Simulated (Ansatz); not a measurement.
One change: `[NH2][Mg][OH]` becomes `[OH][Mg][OH]`.

Ansatz, PBE0-D4/def2-TZVP geometries, multiplicity 1. Each molecule was computed in one conformer, which needn't be the lowest.

Outer-core shells of Mg are correlated without core-valence functions.

```json
{"property": "HOMO–LUMO gap (PBE/def2-TZVPP) / eV", "`[NH2][Mg][OH]`": "3.34"}
{"property": "LUMO energy (PBE0/def2-TZVPP) / eV", "`[NH2][Mg][OH]`": "-0.89"}
{"property": "size of the dipole moment (ωB97M-V/def2-TZVPP) / D", "`[NH2][Mg][OH]`": "0.70"}
{"property": "zero-point energy (PBE0-D4/def2-TZVP) / kJ/mol", "`[NH2][Mg][OH]`": "94.1"}
{"property": "vertical ionisation energy (CCSD(T)/def2-TZVPP) / eV", "`[NH2][Mg][OH]`": "8.84"}
{"property": "HOMO energy (B3LYP/def2-TZVPP) / eV", "`[NH2][Mg][OH]`": "-6.08"}
```

(1) Give the same properties after the change, and the shifts. (Estimate.)

Answers

(1) Computed: 
```csv
property,`[OH][Mg][OH]`,shift
HOMO–LUMO gap (PBE/def2-TZVPP) / eV,4.47,1.13
LUMO energy (PBE0/def2-TZVPP) / eV,-1.04,-0.15
size of the dipole moment (ωB97M-V/def2-TZVPP) / D,0.06,-0.64
zero-point energy (PBE0-D4/def2-TZVP) / kJ/mol,62.2,-31.9
vertical ionisation energy (CCSD(T)/def2-TZVPP) / eV,10.86,2.02
HOMO energy (B3LYP/def2-TZVPP) / eV,-7.65,-1.57
```

With PBE0 the HOMO falls by 1.59 eV and the LUMO falls by 0.15 eV, so the gap widens by about 1.44 eV. PBE moves the HOMO by -1.31 eV and ωB97M-V by -1.71 eV. The zero-point energy changes by -31.9 kJ/mol with -3 modes. Dipoles are sizes alone; their direction can turn.

B3LYP here is the variant with VWN-RPA as its local correlation; programs differ in this.
